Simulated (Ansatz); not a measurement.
AlP, singlet in 6-31G: errors against full CI

Geometry: that of the AlP, triplet, kept fixed. The triplet lies 0.5 eV lower here.

| atom | x (Å) | y (Å) | z (Å) |
| --- | --- | --- | --- |
| Al | 0.0000 | 0.0000 | 0.0000 |
| P | 0.0000 | 0.0000 | 2.2080 |

Basis 6-31G; Ansatz 0.2.0. Correlated methods freeze the noble-gas cores, which leaves 8 electrons in 16 orbitals. R marks a restricted (for open shells ROHF) determinant, U an unrestricted one. Active spaces: valence = (8e, 8o) chosen from the atoms' valence shells.

Full CI is exact within this basis and frozen core; it isn't the basis-set limit. The frozen core follows each run's orbitals, which can shift R against U totals by a few meV.

HF rows: UHF is the lowest solution found. Coupled cluster chose its determinant by a search with trial CCSD, here up to 0.26 eV above the lowest Hartree–Fock solution of its kind, and MP2 stands on that determinant too.

- UHF ⟨S²⟩: 1.388
- T1 diagnostic (RCCSD): 0.0763
- largest doubles amplitude (RCCSD): 0.180

| level | E − E(determinant under the R cluster runs) (eV) |
| --- | --- |
| RMP2 | -2.8143 |
| RCCSD | -3.4469 |
| RCCSD(T) | -3.6680 |

(1) Estimate how far full CI in 6-31G lies from RCCSD(T). The table doesn't fix it; the size of (T) and the diagnostics are the guide.

(1) Full CI in 6-31G lies 48 meV below RCCSD(T), which is 22 % of the (T) step (-221 meV). T1 is raised, a doubles amplitude is large, RHF is unstable towards spin polarisation, but (T) still catches most of what CCSD lacks. The miss exceeds 1 kcal/mol.

The other levels:

```
                   level  E − E(full CI) (meV)  share of correlation (%)  wall time
                    UHF†                  2162                         –          –
                   UMP2†                   647                         –          –
                 UCCSD*†                  -116                         –          –
              UCCSD(T)*†                  -221                         –      5.5 s
                 BCCD(T)                    59                     98.41      1.7 s
                  RCCSDT                    18                     99.52          –
                UCCSDT*†                  -387                         –          –
               RCCSDT(Q)                   -14                    100.37      2.3 s
             UCCSDT(Q)*†                  -442                         –      8.5 s
                 RCCSDTQ                     2                     99.94      4.8 s
               UCCSDTQ*†                  -477                         –       47 s
  CASSCF (valence space)                   677                     81.79          –
  NEVPT2 (valence space)                   206                     94.46      2.4 s
  MRCISD (valence space)                    22                     99.42          –
MRCISD+Q (valence space)                     7                     99.81      3.2 s
```

An asterisk marks runs whose energy the program itself flagged as in doubt. A dagger marks rows that describe another state than the reference (another or a broken symmetry, a higher spin or other natural occupations), so the difference holds a gap between states beside the method's error.

The correlation energy at full CI, counted from the determinant under the R cluster runs, is -3.716 eV. That run took 14 s on 1 thread of Intel Xeon Platinum 8488C, shared host over 828,944 determinants.

Run but not shown, since their state, orbitals or frozen core can't be matched to the reference's or they repeat it: RHF, CISD, CISDTQ.

Times hold each run's SCF and search for its determinant on a shared host, so for small cases they say little of a method's own cost; they ran on 1 thread of Intel Xeon Platinum 8488C.

Not variational, and here over 5 meV under the exact energy: RCCSDT(Q).

Unrestricted levels hold only the spin's projection, and here they fall towards a lower state of higher spin.

The full-CI state has the irrep A1 of C2v, in the program's axes (one component, if the state is degenerate).

Natural occupations of full CI about the gap: 1.978 1.864 1.864 1.805 0.205 0.117 0.117 0.017 0.008 0.007; effectively unpaired electrons, Σ n²(2−n)², 0.49.
